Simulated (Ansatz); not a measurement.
Ideal-gas functions of `NC(O)(F)S` at 800 K and 1 bar, from an Ansatz frequency run at PBE0-D4/def2-TZVP.

Molar mass 97.11 g/mol, point group C1 (symmetry number 1), electronic degeneracy 1, moments of inertia 94.292, 157.601, 158.726 u Å². Harmonic wavenumbers (cm⁻¹, unscaled): 190, 291, 298, 334, 422, 439, 517, 560, 711, 832, 872, 949, 1042, 1248, 1313, 1358, 1640, 2713, 3552, 3645, 3782.

Use S(trans) = R[1.5 ln M + 2.5 ln T − 1.1517]; rotational temperatures θ = 24.2544 K / I; S(rot) = R[ln(√π/σ · √(T³/θAθBθC)) + 1.5]; for each mode x = 1.438777 ν̃/T, S = R[x/(eˣ − 1) − ln(1 − e⁻ˣ)] and H = RT x/(eˣ − 1); 1 cm⁻¹ = 0.0119627 kJ/mol; R = 8.31446 J/(mol·K).

Problem. By hand: the entropy, in J/(mol·K).

Solution. Translation 186.4. Rotation: θ = 0.2572, 0.1539, 0.1528 K, giving 121.8. Vibration, mode by mode: 17.28, 13.79, 13.60, 12.68, 10.80, 10.49, 9.21, 8.60, 6.81, 5.70, 5.38, 4.81, 4.21, 3.14, 2.87, 2.69, 1.80, 0.37, 0.10, 0.09, 0.07, in all 134.5. Electronic 0.0. Sum 442.7 J/(mol·K).

Problem. By hand: H − E and G − E in kJ/mol, counted from the electronic energy.

Solution. Zero-point energy ½ × 26708 × 0.0119627 = 159.7; thermal vibration 57.4; translation, rotation and pV give 4 RT = 26.6. H − E = 243.7 kJ/mol, and G − E = 243.7 − 800 × 442.7/1000 = -110.5 kJ/mol.

Vibration gives 30 % of the entropy. The sum counts one conformer and one mirror image; others add a mixing term.
